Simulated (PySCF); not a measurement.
An element was calculated at PBE (PySCF 2.14, spin-free X2C, a triple-zeta basis, no spin-orbit coupling), in the ground configurations that NIST lists.

| Property | Result |
| --- | --- |
| electron affinity | 3.637 eV |
| first ionisation energy | 12.955 eV |
| second ionisation energy | 23.830 eV |
| third ionisation energy | 39.571 eV |
| polarisability of the atom | 15.3 bohr³ |

Problem. Which element is it?

Solution. Chlorine (Cl, Z = 17), in dyall-acv3z. NIST lists 12.968, 23.814, 39.8 ± 0.11 eV for these ionisation energies.
